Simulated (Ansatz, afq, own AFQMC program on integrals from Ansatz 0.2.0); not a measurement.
Integrals from Ansatz 0.2.0, then the random walk in our own AFQMC program (afq).

```yaml
crystal:
  periodic: [false, false, false]
  atoms:
    - {symbol: Al, position_ang: [0.000000, 0.000000, 0.462533]}
    - {symbol: P, position_ang: [0.000000, 0.000000, -2.506467]}
    - {symbol: H, position_ang: [0.000000, 0.000000, 2.043933]}
basis:
  gaussian: {orbitals: 6-31G}
magnetization: {spin_polarized: false, initial_magnetization: 1}
correlation: {method: ccsd_t, electrons: outside_noble_gas, hamiltonian_folder: ham}
```

```sh
$ ansatz run in.yaml --threads 1 --pin off --events-out ev --progress --plain --max-ram 24576MiB --backend cuda --devices 0, --max-vram 18GiB
```

Options of the walk:

```
--method phaseless --trial cisd --walkers 4000 --populations 20 --least-time 60 --time-step 0.005 --steps-per-block 50 --equilibration-blocks 40 --max-blocks 4000 --target-error 0.00036 --factor-cut 1e-05 --start spin_pure --seed 9897 --release-times 0.24,0.51,0.99,1.62,2.4 --release-step 0.03 --release-every 3 --taylor-order 6
```

Times are imaginary, in 1/Eh. The walk had a cap of 122 s. With eight or more populations the least sampling time is a fifth of least-time, and the error comes from their spread.

Output of the walk:

```
orbitals 18  electrons 5 4  factors 100 of 310
reference energy -583.05952064 Eh
CCSD correlation -0.09914594 Eh in 19 cycles, weight of the determinant in the CISD state 0.6711
energy of the start -583.158666 Eh
 block  time / (1/Eh)  mean weight  energy / Eh
     1     0.250  1.0000  -583.158078
     2     0.500  0.9999  -583.158094
     3     0.750  1.0000  -583.158429
     4     1.000  1.0000  -583.158762
     5     1.250  1.0000  -583.159312
     7     1.750  1.0001  -583.160149
     9     2.250  0.9999  -583.160866
    11     2.750  0.9999  -583.161508
    15     3.750  1.0000  -583.162119
    19     4.750  1.0000  -583.162701
    23     5.750  0.9999  -583.163039
    27     6.750  0.9998  -583.163844
    31     7.750  1.0002  -583.163723
    35     8.750  1.0000  -583.164651
    39     9.750  0.9999  -583.164192
    43    10.750  1.0001  -583.164494
    47    11.750  1.0000  -583.164471
    51    12.750  0.9998  -583.164899
    55    13.750  0.9998  -583.164520
    59    14.750  1.0001  -583.164402
    63    15.750  1.0000  -583.164474
    67    16.750  0.9999  -583.165048
    71    17.750  1.0002  -583.164928
    75    18.750  1.0001  -583.165338
    79    19.750  1.0001  -583.165325
    83    20.750  0.9996  -583.161001
    87    21.750  0.9998  -583.165404
    89    22.250  1.0002  -583.166060
error from the spread of 20 populations
released: time / (1/Eh)  energy / Eh  error  mean overlap
  0.24  -583.164947  0.000241  0.9993
  0.51  -583.165089  0.000203  0.9968
  0.99  -583.165233  0.000198  0.9978
  1.62  -583.165589  0.000194  0.9959
  2.40  -583.164378  0.001126  0.9982
energy -583.164793 +/- 0.000282 Eh
(rows thinned)
```

The run passed its tests (sampling time, drift between the halves within three errors, error under three times the target), which doesn't prove that it has relaxed.

Against this walk (error 7.7 meV) on the same determinant: CCSD(T) 24.4 meV higher, CCSDT(Q) 93.2 meV lower, CCSDTQ 79.6 meV lower, full CI 79.2 meV lower. The error is statistical and leaves out the bias of the constraint. The released energies are still falling (meV from the phaseless value at times in 1/Eh: -4 ± 7 at 0.24, -8 ± 6 at 0.51, -12 ± 5 at 0.99, -22 ± 5 at 1.62, 11 ± 31 at 2.40), so they give no level. Full CI is exact here, so the walk's 79 meV above it is the walk's own error: the bias of the constraint with this trial. The determinant is a poor start (see the cautions), so the low cluster orders aren't to be relied on, and full CI is the sure value.

Cautions: constraint bias not in the error; a spin-contaminated unrestricted determinant lies lower (UHF 703 meV lower, ⟨S²⟩ 2.25); strong correlation (T1 0.115, weight of the determinant 0.67, largest double 0.20); CCSD(T) is in doubt: in a space of 9 electrons in 8 natural orbitals full CI lies 80 meV below it; the next higher spin lies close (full CI puts it 135 meV above).

The walk took 27 s on 1 × NVIDIA H100 80GB HBM3 with 2 threads of AMD EPYC 7R13 Processor (Zen 3), on a shared host (the card was shared). The log's last line is the phaseless energy.

CCSDT and higher add their correlation energy to the determinant of the CCSD(T) run, since their own runs factorise the integrals more tightly (a shift of under 2 meV). A walk keeps the symmetry of its determinant, which the program's search chose and which needn't be the lowest solution, so a lower state of the same spin and another symmetry isn't excluded.
